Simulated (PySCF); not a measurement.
Gas-phase reaction: 3 CH3SiH + 2 C3H7 (i-propyl) + 2 H2 → 3 (CH3)3SiH

Computed with PySCF (xtb for GFN2) and rigid-rotor harmonic-oscillator thermochemistry at 1 bar. † marks an energy on the PBE0/def2-TZVP geometry and frequencies; other levels use their own. MP2 and CCSD(T) freeze the core. 6-31G* has spherical d functions here. Open shells (unrestricted): C3H7 (i-propyl) (multiplicity 2); the rest are closed-shell singlets. GFN2 has no spin-polarisation term. B3LYP is the form with VWN-RPA correlation. CH3SiH: computed as isolated molecules; such fragments, hydroxides, amides, oligomers or adducts are transient or little studied in the gas. MP2 isn't extrapolated to the basis-set limit; its ΔH°(298 K) is -1247.3 kJ in def2-SVP and -1316.2 kJ in def2-TZVPP. CCSD(T) isn't extrapolated to the basis-set limit. The harmonic model lacks anharmonicity and excited electronic states, which grow with temperature; levels with a mode under 35 cm⁻¹ are left out. Internal rotation in CH3SiH, C3H7 (i-propyl), (CH3)3SiH is treated as a harmonic vibration of one conformer, which makes the entropy rough.

| level | ΔE electronic, kJ | ΔH°(298 K), kJ | ΔS°(298 K), J/K | ΔG°(600 K), kJ |
|---|---|---|---|---|
| B3LYP/6-31G* | -1214 | -1142 | -628 | -764 |
| CCSD(T)/def2-SVP† | -1233 | -1164 | -638 | -780 |
| GFN2-xTB | -1100 | -1019 | -614 | -650 |
| HF/6-31G* | -1139 | -1067 | -625 | -691 |
| MP2/def2-TZVPP† | -1386 | -1316 | -638 | -932 |
| PBE0/def2-SVP† | -1301 | -1231 | -638 | -847 |
| r2SCAN/def2-TZVP† | -1331 | -1261 | -638 | -877 |
| ωB97M-V/def2-TZVP† | -1319 | -1249 | -638 | -865 |
| ωB97X-V/def2-TZVP† | -1350 | -1280 | -638 | -897 |
ΔH° is lowest at MP2/def2-TZVPP† and highest at GFN2-xTB. No reference value is set beside these.
